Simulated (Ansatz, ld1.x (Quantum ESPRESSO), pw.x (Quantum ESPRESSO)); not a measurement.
Which Al potential is closest to all-electron in the sc crystal?

All use LDA (PW92), scalar-relativistic, no spin, cutoffs from each file’s atomic test, pw.x 7.5; 12³ k-points, Fermi–Dirac smearing 0.01 Ry. Δ is the rms difference from all-electron LAPW of the E(V) curves that follow from fits to the pressures, over ±6 % in volume. Mesh and smearing are coarse and serve the comparison alone. The files are a selection: those with a ghost or negative overlap were mostly not run, and those with noisy or unconverged pressures or nearly equal Δ are left out.

All-electron: a0 = 2.683 Å (V0 = 19.31 Å³/atom), B0 = 60.7 GPa.

Problem. Rank them by Δ, smallest first.
A. ultrasoft, ld1.x (Quantum ESPRESSO) 7.5, LDA (PW92); core [Ne], reference 3s2 3p0; waves: 3s (bound): rcut 1.65, rcutus 1.85 bohr; 3s channel at 2.15 Ry: rcut 1.65, rcutus 1.85 bohr; 3p (bound, empty): rcut 1.30, rcutus 1.80 bohr; 3p channel at 0.55 Ry: rcut 1.30, rcutus 1.80 bohr; 3d channel at 0.45 Ry: rcut 1.15, rcutus 1.55 bohr; local part: all-electron potential smoothed inside 1.45 bohr (lloc = -1); core correction: none; augmentation: PSQ, inside the norm-conserving radii.
B. norm-conserving Troullier–Martins (Kleinman–Bylander form), ld1.x (Quantum ESPRESSO) 7.5, LDA (PW92); core [Ne], reference 3s1.75 3p1.25; waves: 3s (bound): rc 1.90 bohr; 3d channel at 0.2 Ry: rc 2.85 bohr; 3p (bound): rc 2.60 bohr; local part: the p channel; core correction: none.
C. ultrasoft, ld1.x (Quantum ESPRESSO) 7.5, LDA (PW92); core [Ne], reference 3s2 3p1; waves: 3s (bound): rcut 1.30, rcutus 1.80 bohr; 3s channel at 4.2 Ry: rcut 1.30, rcutus 1.80 bohr; 3p (bound): rcut 2.30, rcutus 2.50 bohr; 3p channel at 0.55 Ry: rcut 2.30, rcutus 2.50 bohr; 3d channel at 0.15 Ry: rcut 1.95, rcutus 2.05 bohr; 3d channel at 2.35 Ry: rcut 1.95, rcutus 2.05 bohr; local part: all-electron potential smoothed inside 1.80 bohr (lloc = -1); core correction: a·sin(br)/r model core inside 1.40 bohr; augmentation: built from norm-conserving waves at rcut, not smoothed further.
D. PAW, ld1.x (Quantum ESPRESSO) 7.5, LDA (PW92); core [Ne], reference 3s2 3p1; waves: 3s (bound): rcut 1.55, rcutus 1.70 bohr; 3s channel at 0.05 Ry: rcut 1.55, rcutus 1.70 bohr; 3p (bound): rcut 2.35, rcutus 2.80 bohr; 3p channel at 0.15 Ry: rcut 2.35, rcutus 2.80 bohr; 3d channel at 0.4 Ry: rcut 1.55, rcutus 2.05 bohr; 3d channel at 2.7 Ry: rcut 1.55, rcutus 2.05 bohr; local part: all-electron potential smoothed inside 1.80 bohr (lloc = -1); core correction: Bessel-smoothed model core, default radius (core density twice the valence density); augmentation: PSQ, inside the norm-conserving radii.

Solution. D (0.4 meV/atom), C (0.9 meV/atom), B (2.0 meV/atom), A (6.4 meV/atom).
